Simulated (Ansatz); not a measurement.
Cost and result for the atomization energy of CHF, SMILES `[CH]F` (3 atoms, 2 bonds).

Cartesian coordinates in Å:
```
C -0.075 -0.502 -0.045
F 0.221 0.281 0.951
H -0.146 0.221 -0.906
```

Total charge 0; spin multiplicity 1. The geometry is a stationary point of PBE0-D4/def2-TZVP. Program: Ansatz. All runs use 2 threads of a server CPU on a shared host. Times are those of one run each, without the atoms' runs, and a repeat can differ threefold. Electronic energies, without spin–orbit coupling; frozen cores. CCSD(T)/CBS extrapolates def2-TZVPP and def2-QZVPP, and its time is that of the two runs behind it. T1 = 0.018; the RHF reference is unstable towards UHF. HSE06 is the plane-wave form, built on full-range PBE exchange.

CCSD(T)/CBS is a level of theory with its own doubt, some kJ/mol a heavy atom from the limit and from the frozen cores, so smaller differences don't rank the functionals.

```
                           level  functions  wall time  atomization (kJ/mol)  difference from CCSD(T)/CBS  per bond
          LDA (SPW92)/def2-TZVPP         76     0.36 s                1068.5                        180.7      90.3
                CCSD(T)/def2-SVP         33     0.46 s                 835.1                        -52.7     -26.3
            revPBE-D4/def2-TZVPP         76     0.56 s                 896.4                          8.6       4.3
             BHLYP-D4/def2-TZVPP         76     0.61 s                 828.9                        -58.9     -29.4
             HSE06-D4/def2-TZVPP         76     0.71 s                 883.8                         -4.0      -2.0
 PBE-D4/def2-TZVPP (with forces)         76     0.75 s                 929.4                         41.6      20.8
               B2PLYP/def2-TZVPP         76     0.86 s                 878.3                         -9.5      -4.8
           r2SCANh-D4/def2-TZVPP         76      1.2 s                 863.7                        -24.1     -12.1
              ωB97X-V/def2-TZVPP         76      1.5 s                 891.3                          3.5       1.8
ωB97M-V/def2-TZVPP (with forces)         76      1.8 s                 898.3                         10.5       5.2
              CCSD(T)/def2-TZVPP         76      1.8 s                 862.2                        -25.6     -12.8
              CCSD(T)/def2-QZVPP        144      8.5 s                 877.6                        -10.2      -5.1
               CCSD(T)/CBS(def2)          –       10 s                 887.8                          0.0       0.0
```

From r2SCAN to r2SCAN0 (25 % exact exchange), in def2-TZVPP and without D4, the atomization energy moves by −35.4 kJ/mol: exact exchange takes away binding that semilocal exchange gives to molecules. In def2-TZVPP, CCSD(T) changes the Hartree–Fock value by +299.1 kJ/mol (the triples alone add +21.6 kJ/mol) and MP2 by +316.4 kJ/mol; breaking electron pairs costs correlation energy, which Hartree–Fock lacks. At CCSD(T), def2-SVP lies −52.7 kJ/mol from the extrapolated value and def2-TZVPP −25.6 kJ/mol: correlation converges slowly with the basis, and small sets miss more of it in the bonded molecule than in its fragments.
